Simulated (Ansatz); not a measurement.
A run of Ansatz (development build ahead of 0.2.0) on singlet C₄H₁₀ at this shape:

| atom | x (Å) | y (Å) | z (Å) |
| --- | --- | --- | --- |
| H | 0.0000 | 0.0000 | 1.5917 |
| C | 0.0000 | 0.0000 | 0.3971 |
| C | 1.5701 | 0.0000 | -0.1020 |
| C | -0.7850 | 1.3597 | -0.1020 |
| C | -0.7850 | -1.3597 | -0.1020 |
| H | 1.6372 | 0.0000 | -1.2917 |
| H | 2.1523 | 0.9608 | 0.2894 |
| H | 2.1523 | -0.9608 | 0.2894 |
| H | -0.8186 | 1.4179 | -1.2917 |
| H | -1.9082 | 1.3836 | 0.2894 |
| H | -0.2441 | 2.3443 | 0.2894 |
| H | -0.8186 | -1.4179 | -1.2917 |
| H | -0.2441 | -2.3443 | 0.2894 |
| H | -1.9082 | -1.3836 | 0.2894 |

Its results:

```json
{"Converged": "yes", "Total energy": "-157.23552 hartree", "Spin squared of the determinant": "0.000"}
```

(1) Which input gives this output? Name the method, the orbitals and the basis set, and write the input.

Answers

(1) RHF in cc-pVDZ. An unrestricted run that stays on the closed shell gives the same numbers.

```yaml
crystal:
  periodic: [false, false, false]
  atoms:
    - { symbol: H, position_ang: [0.0, 0.0, 1.59168] }
    - { symbol: C, position_ang: [0.0, 0.0, 0.3971] }
    - { symbol: C, position_ang: [1.57007, 0.0, -0.10197] }
    - { symbol: C, position_ang: [-0.78503, 1.35972, -0.10197] }
    - { symbol: C, position_ang: [-0.78503, -1.35972, -0.10197] }
    - { symbol: H, position_ang: [1.63719, 0.0, -1.2917] }
    - { symbol: H, position_ang: [2.15231, 0.96077, 0.28938] }
    - { symbol: H, position_ang: [2.15231, -0.96077, 0.28938] }
    - { symbol: H, position_ang: [-0.8186, 1.41785, -1.2917] }
    - { symbol: H, position_ang: [-1.90821, 1.38357, 0.28938] }
    - { symbol: H, position_ang: [-0.2441, 2.34434, 0.28938] }
    - { symbol: H, position_ang: [-0.8186, -1.41785, -1.2917] }
    - { symbol: H, position_ang: [-0.2441, -2.34434, 0.28938] }
    - { symbol: H, position_ang: [-1.90821, -1.38357, 0.28938] }
basis:
  gaussian: { orbitals: cc-pVDZ }
hamiltonian:
  xc: hf
```

Caution: no unrestricted run beside it, a lower state can exist.
